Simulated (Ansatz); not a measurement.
# H4Si: geometry optimisation, by script

What geometry does H4Si take? Aim: a geometry optimisation, for H4Si, run from a script. SMILES: [SiH4].

All numbers are computed with Ansatz 0.2.0 through its Python package. Level of theory: CCSD(T)/6-31G*.

## (1) The system

Bond lengths: Si1–H2 1.485 Å, Si1–H3 1.485 Å, Si1–H4 1.485 Å, Si1–H5 1.485 Å. Angles: H2–Si1–H3 109.5°, H2–Si1–H4 109.5°, H2–Si1–H5 109.5°, H3–Si1–H4 109.5°, H3–Si1–H5 109.5°, H4–Si1–H5 109.5°.

No structure file is read: the coordinates are typed or built in the script.

## (2) Script

run_opt.py reads:

```python
"""Relax the H4Si molecule."""

import itertools

import ansatz as az
from ase import Atoms
from ase.data import atomic_numbers, covalent_radii
import numpy as np

atoms = Atoms(["Si", "H", "H", "H", "H"], positions=[
    (0.0, 0.0, 0.0),
    (-0.1697, 1.2274, -0.8185),
    (-0.7463, 0.1484, 1.2752),
    (1.4416, -0.2054, 0.2912),
    (-0.5256, -1.1703, -0.7479),
])
system = az.Crystal.molecule_from_ase(atoms)

base = system.calculation().basis(gaussian="6-31G*").correlation("ccsd_t")
symbols = [site.symbol for site in system.cartesian_sites]
start = np.array([site.position_ang for site in system.cartesian_sites], dtype=float)
summary = base.relax(force_tolerance=0.02, max_steps=100).run(threads=1).report
end = np.array(summary["positions_ang"])

print("reference energy %16.6f eV" % summary["reference_energy_ev"])
print("total energy     %16.6f eV" % summary["free_energy_ev"])
print("occupied orbitals outside the frozen core (up, down):", summary["n_occupied"], " frozen:", summary["n_frozen"], " virtual:", summary["n_virtual"])

# pairs closer than 1.2 times the sum of covalent radii, before or after
radius = [covalent_radii[atomic_numbers[s]] for s in symbols]
span = lambda where, i, j: np.linalg.norm(where[i] - where[j])
bonded = [(i, j) for i, j in itertools.combinations(range(len(symbols)), 2) if min(span(start, i, j), span(end, i, j)) < 1.2 * (radius[i] + radius[j])]
print("pair        before    after (A)")
for i, j in bonded:
    print(f"{symbols[i]}{i}-{symbols[j]}{j}".ljust(10), f"{span(start, i, j):8.4f} {span(end, i, j):8.4f}")
```

## (3) The calls as engine input

The engine receives this input:

```yaml
crystal:
  periodic: [false, false, false]
  atoms:
    - { symbol: Si, position_ang: [0.0, 0.0, 0.0] }
    - { symbol: H, position_ang: [-0.1697, 1.2274, -0.8185] }
    - { symbol: H, position_ang: [-0.7463, 0.1484, 1.2752] }
    - { symbol: H, position_ang: [1.4416, -0.2054, 0.2912] }
    - { symbol: H, position_ang: [-0.5256, -1.1703, -0.7479] }
basis:
  gaussian:
    orbitals: "6-31G*"
correlation:
  method: ccsd_t
relax:
  f_tol: 0.02
  max_steps: 100
```

## (4) Running it

Launch:

```console
python run_opt.py
```

Output:

```text
reference energy     -7924.629312 eV
total energy         -7927.609309 eV
occupied orbitals outside the frozen core (up, down): [4, 4]  frozen: 5  virtual: [18, 18]
pair        before    after (A)
Si0-H1       1.4850   1.4910
Si0-H2       1.4850   1.4910
Si0-H3       1.4850   1.4910
Si0-H4       1.4850   1.4910
```

Wall time 1.8 s (1 thread of Arm Neoverse V1, shared host); peak memory 0.16 GiB.

Lines on the test bed's own set-up are left out of the output.

## (5) The run's own record

The report of the run holds:

```tsv
item	value
SCF cycles in all	57
orbitals (without the frozen core)	22
total energy (eV)	-7927.60931
```

## (6) Path of the relaxation

Relaxation path:

```
step  E - E(step 1) (eV)  largest force component (eV/Å)
   1              0.0000                          0.1126
   2             -0.0013                          0.0244
   3             -0.0014                          0.0001
```

Step 1 is the start.

Before: Bond lengths: Si1–H2 1.485 Å, Si1–H3 1.485 Å, Si1–H4 1.485 Å, Si1–H5 1.485 Å. Angles: H2–Si1–H3 109.5°, H2–Si1–H4 109.5°, H2–Si1–H5 109.5°, H3–Si1–H4 109.5°, H3–Si1–H5 109.5°, H4–Si1–H5 109.5°.

After: Bond lengths: Si1–H2 1.491 Å, Si1–H3 1.491 Å, Si1–H4 1.491 Å, Si1–H5 1.491 Å. Angles: H2–Si1–H3 109.5°, H2–Si1–H4 109.5°, H2–Si1–H5 109.5°, H3–Si1–H4 109.5°, H3–Si1–H5 109.5°, H4–Si1–H5 109.5°.

## (7) Outcome

| quantity | value |
| --- | --- |
| total energy | -7927.6093 eV |
| dipole moment | 0.00 D |
| moves of the relaxation | 2 |
| energy gained | 0.001 eV |
| last largest force component | 0.0001 eV/Å |

**Reading.** The relaxation took 2 moves; the largest shift is 0.006 Å. The start was already close to the minimum. The end point is the stationary point reached from this start; no frequency run checks that it is a minimum, and the basis set is modest.
